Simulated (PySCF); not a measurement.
Work out the structure from these simulated measurements.

Elements present: C, H and O. Monoisotopic mass: 85.0648 u (electron mass counted); charge +1.

| Quantity | Value |
| --- | --- |
| UV, first state | lowest singlet excitation: 5.31 eV (234 nm, f = 0.001) [TDDFT PBE0/def2-SVPD] |
| UV, strongest line | among the 6 lowest singlet transitions: S4 at 5.56 eV (223 nm, f = 0.030) [TDDFT PBE0/def2-SVPD] |
| Rotational structure | rotational constants A, B, C: 7.048, 1.877, 1.802 GHz [GFN2-xTB] |
| NMR, other nuclei | isotropic shieldings of nuclei other than C and H, by class: -15 (1 O) ppm [GIAO PBE0/pcSseg-1] |
| Polarisability | 57.5 au [PBE0/def2-SVPD] |
| Triplet | lowest triplet excitation (Tamm–Dancoff): 5.21 eV [TDA PBE0/def2-SVPD] |
| 13C NMR | chemical shifts (computed TMS as zero) by class: 163.4 (1 C), 40.7 (1 C), 25.7 (1 C), 12.9 (1 C), 6.4 (1 C) ppm [GIAO PBE0/pcSseg-1] |

Electronic properties: PySCF, gas phase, density fitting. Levels stand in brackets. Geometry: GFN2-xTB, one conformer, isolated ion. Each NMR value is the plain mean over a class of atoms that symmetry, rotation or inversion makes alike.

Q: Which formula fits the mass and the elements?

A: C5H9O (calculated 85.0648). No other formula that holds each of these elements comes within 0.0003 u with a fitting electron parity and a possible valence count.

Q: Give a SMILES that accounts for the data.

A: Numbering: `[CH3:1][CH2:2][CH2:3][CH2:4][C:5]#[O+:6]`. 5 carbons fall into 5 classes; from least to most shielded: triply bonded carbon [C5] (163.4 ppm), chain CH2 carbon [C3] (40.7 ppm), chain CH2 carbon [C2] (25.7 ppm), methyl carbon [C1] (12.9 ppm), chain CH2 carbon [C4] (6.4 ppm). The other shieldings belong to: -15 ppm, oxygen bonded to C [O6]. S1 is mainly HOMO→LUMO (weight 0.98); the largest Löwdin shares of the orbital it empties are 0.25 on a chain CH2 carbon, 0.24 on the methyl carbon, 0.12 on a methyl hydrogen and 0.11 on a methylene hydrogen, of the orbital it fills 0.42 on the triply bonded carbon, 0.33 on the oxygen bonded to C, 0.12 on a chain CH2 carbon and 0.07 on a methylene hydrogen. The optimised geometry has point group C1 and is an asymmetric top. Structure: `CCCCC#[O+]`. Computed isomers that give other values at the same levels: `C=C[C+](C)OC` (13C chemical shifts (computed TMS as zero) by class: 228.5 (1 C), 176.1 (1 C), 140.5 (1 C), 64.0 (1 C), 20.1 (1 C) ppm). The assignments are read from this structure; whether some other isomer fits the data as well wasn't checked.

Shape of the structure used: `[CH3:1][CH2:2][CH2:3][CH2:4][C:5]#[O+:6]`: C1–C2–C3–C4 -61°, C2–C3–C4–C5 -79°.
